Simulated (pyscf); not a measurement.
Cycloaddition: `[CH2]=[NH]` + `[CH]#[CH]` → `[CH]1=[CH][NH][CH2]1`

Gas phase, singlet surface, charge 0. Bonds broken: none. Bonds formed: C1–C6, N2–C7. Structures and frequencies: ωB97X-D3(BJ)/def2-SVP in PySCF.

Transition state (Å):

```xyz
9

C      0.3819     0.6704     0.1082
N      0.0623    -0.0696    -1.0087
H      1.4835     0.7848     0.2177
H     -0.0055     1.7094     0.1504
H     -0.7508    -0.6489    -0.7669
C     -0.4938     0.1690     1.3539
C     -1.6803    -0.1461     0.9979
H     -0.0074     0.2199     2.3382
H     -2.6849    -0.5406     1.0835
```

One imaginary mode, 724i cm⁻¹; descent along it reached the two sides named.

```csv
bond,change,reactant side (Å),saddle,product side
C1–C6,forms,3.5,1.603,1.518
N2–C7,forms,5.0,2.7,1.423
```

Electronic energies relative to the separated reactants (eV):

| level | barrier | reaction energy | reverse barrier |
|---|---|---|---|
| ωB97X-D3(BJ)/def2-TZVP | 3.31 | -1.31 | 4.62 |
| PBE/def2-TZVP | 2.40 | -1.37 | 3.77 |
| r²SCAN/def2-TZVP | 2.63 | -1.33 | 3.96 |
| B3LYP-D3(BJ)/def2-TZVP | 2.93 | -1.05 | 3.99 |
| PBE0-D3(BJ)/def2-TZVP | 2.78 | -1.56 | 4.34 |
| M06-2X/def2-TZVP | 3.36 | -1.18 | 4.53 |
| ωB97M-D3(BJ)/def2-TZVP | 3.31 | -1.13 | 4.44 |
| HF/def2-TZVP | 4.74 | -0.68 | 5.42 |

With ωB97M-D3(BJ)/def2-TZVP energies and thermal terms (ideal gas, 1 atm, RRHO with modes under 100 cm⁻¹ raised to 100, one conformer, R ln 2 for chiral ones without a mode under 150 cm⁻¹), in eV:

| T (K) | ΔH‡ | ΔG‡ | ΔH | ΔG |
|---|---|---|---|---|
| 298 | 3.27 | 3.72 | -0.98 | -0.50 |
| 600 | 3.27 | 4.17 | -1.01 | 0.00 |
| 900 | 3.29 | 4.61 | -0.99 | +0.50 |
| 1200 | 3.31 | 5.05 | -0.96 | +1.00 |

The same reactants have a lower exit, to cyclic C₃H₅N (SMILES [CH]C1CN1) [singlet] (barrier +2.18 eV at ωB97M-D3(BJ)/def2-TZVP, against +3.31 eV here). cyclic C₃H₅N (SMILES C1=CNC1) lies 1.82 eV over its isomer H₃C–CH₂–C≡N (electronic energy, ωB97M-D3(BJ)/def2-TZVP). One saddle was located; it need not be the lowest between these sides. A restricted solution here is unstable towards spin polarisation, so biradical character is likely and single-reference numbers are less safe.
